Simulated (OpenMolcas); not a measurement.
# CH2BF (SMILES B[C]F): a first try and a second

Wanted: the charge distribution of CH2BF, UM06-2X/ANO-L-MB (Cholesky decomposition).

The calculation is run with OpenMolcas 26.06.

## 1. The structure to begin with

CH2BF has 5 atoms, charge 0, and is taken as a triplet. SMILES: `B[C]F`. The coordinates come from a GFN2-xTB relaxation. This is one conformer, not always the lowest.

Bond lengths: B1–C2 1.475 Å, C2–F3 1.312 Å, B1–H4 1.167 Å, B1–H5 1.176 Å. Angles: B1–C2–F3 134.8°, C2–B1–H4 120.2°, C2–B1–H5 118.7°, H4–B1–H5 121.1°.

## 2. Try one

Input file mol.input:

```
* CH2BF Kohn-Sham DFT
>>> EXPORT MOLCAS_PRINT=2
&GATEWAY
XBAS
B.ANO-L-MB
C.ANO-L-MB
F.ANO-L-MB
H.ANO-L-MB
End of Basis
ZMAT
B1
C2 1 1.474999
F3 2 1.311885 1 134.8086
H4 1 1.166684 2 120.18802 3 179.93065
H5 1 1.176366 4 121.06576 2 -179.91653
End of ZMAT
&SEWARD
MEDIUM
&SCF
UHF
SPIN=3
KSDFT=HYB_GGA_XC_WB97X
PRORBITALS=1 1
```

On the command line:

```console
$ export MOLCAS_MEM=1860
$ pymolcas mol.input > mol.log
```

Log:

```text
--- Start Module: gateway ---

                                              &GATEWAY

                       available to each process: 1.9 GB of memory, 1 thread

++    Symmetry information:
      ---------------------

                    Character Table for C1

                             E
                    a        1  x, y, xy, Rz, z, xz, Ry, yz, Rx, I
--

++    Basis set information:
      ----------------------

      Basis set label: B.ANO-L...2S1P.

      Electronic valence basis set:
      ------------------
      Associated Effective Charge   5.000000 au
      Associated Actual Charge      5.000000 au
      Nuclear Model: Point charge

      Shell  nPrim  nBasis  Cartesian Spherical Contaminant
         s      14       2        X
         p       9       1        X

      Basis set label: C.ANO-L...2S1P.

      Electronic valence basis set:
      ------------------
      Associated Effective Charge   6.000000 au
      Associated Actual Charge      6.000000 au
      Nuclear Model: Point charge

      Shell  nPrim  nBasis  Cartesian Spherical Contaminant
         s      14       2        X
         p       9       1        X

      Basis set label: F.ANO-L...2S1P.

[... 75 lines left out ...]
            Nuclear Potential Energy             52.28858860 au

--- Stop Module: gateway /rc=_RC_ALL_IS_WELL_ ---

--- Start Module: seward ---

                                              &SEWARD

                       available to each process: 1.9 GB of memory, 1 thread

               SEWARD will generate:
                  Multipole Moment integrals up to order  2
                  Kinetic Energy integrals
                  Nuclear Attraction integrals (point charge)
                  One-Electron Hamiltonian integrals
                  Velocity integrals
                  Orbital angular momentum around (  0.7600   0.0001   2.6668 )
                  Velocity quadrupole around (  0.7600   0.0001   2.6668 )
                  Cholesky decomposed two-electron repulsion integrals
                   - CD Threshold:   1.00E-06

                   Integrals are discarded if absolute value <: 1.00E-40
                   Integral cutoff threshold is set to       <: 1.00E-40

            Nuclear Potential Energy             52.28858860 au

      Basis set specifications :
      Symmetry species         a
      Basis functions           17

--- Stop Module: seward /rc=_RC_ALL_IS_WELL_ ---

--- Start Module: scf ---

                                                &SCF

                       available to each process: 1.9 GB of memory, 1 thread

 ###############################################################################
 ###    ERROR:  Find_Functional: Range separation is not supported!          ###
 ###############################################################################
          Functional=HYB_GGA_XC_WB97X
--- Stop Module: scf /rc=_RC_INPUT_ERROR_ ---

.####################.
.# User input error #.
.####################.

    Timing: Wall=0.93 User=0.80 System=0.12
```

Run time: 1.1 s. Hardware: 1 thread of Arm Neoverse V2, shared host; peak memory 0.21 GiB.

## 3. What went wrong

The job stopped with an error part of the way.

The telling line is `ERROR:  Find_Functional: Range separation is not supported`. Cause: functional not served. To mend it: functional M06-2X in place of wB97X.

## 4. Second attempt

Input file mol.input:

```
&GATEWAY
 XBAS
 B.ANO-L-MB
 C.ANO-L-MB
 F.ANO-L-MB
 H.ANO-L-MB
 End of Basis
 ZMAT
 B1
 C2 1 1.474999
 F3 2 1.311885 1 134.8086
 H4 1 1.166684 2 120.18802 3 179.93065
 H5 1 1.176366 4 121.06576 2 -179.91653
 End of ZMAT

&SEWARD
 Medium

&SCF
 UHF
 Spin=3
 KSDFT=M062X
 PrOrbitals=1 1
```

On the command line:

```console
$ export MOLCAS_MEM=1860
$ pymolcas mol.input > mol.log
```

Log:

```text
--- Start Module: gateway ---
[...]
--- Stop Module: gateway /rc=_RC_ALL_IS_WELL_ ---
--- Start Module: seward ---
[...]
      Basis functions           17
--- Stop Module: seward /rc=_RC_ALL_IS_WELL_ ---
--- Start Module: scf ---
[...]
       Convergence after  15 Iterations
[...]
::    Total KS-DFT energy                            -163.5877647780
[...]
      Total spin, S                                     1.0007268330
[...]
      Total electronic charge=   22.000000
      Total            charge=   -0.000000
[...]
      Dipole Moment (debye):
      Origin of the operator (angstrom)=    0.4022    0.0000    1.4112
                   X= -2.5276E-02               Y= -6.1482E-04               Z=  3.8032E-01           Total=  3.8116E-01
      Quadrupole Moment (debye*angstrom):
[...]
--- Stop Module: scf /rc=_RC_ALL_IS_WELL_ ---
[...]
```

It took 3.9 s on 1 thread of Arm Neoverse V2, shared host; peak memory 0.21 GiB.

Atomic charges (e):

```csv
atom,Mulliken,program's own
B1,-0.065,-0.158
C2,+0.076,+0.130
F3,-0.195,-0.078
H4,+0.092,+0.054
H5,+0.092,+0.051
```

## 5. Summary of results

At UM06-2X/ANO-L-MB (Cholesky decomposition):

| quantity | value |
| --- | --- |
| total energy | -163.58776 Eh |
| dipole moment | 0.38 D |
| HOMO energy (highest over α and β) | -11.46 eV |
| LUMO energy (lowest over α and β) | -5.64 eV |
| ⟨S²⟩ | 2.002 |

This program's gradients are faulty for this kind of reference, so any forces in the log can't be trusted; the energy can. Mulliken charges run from -0.19 on F3 to +0.09 on H4; they depend strongly on the basis.
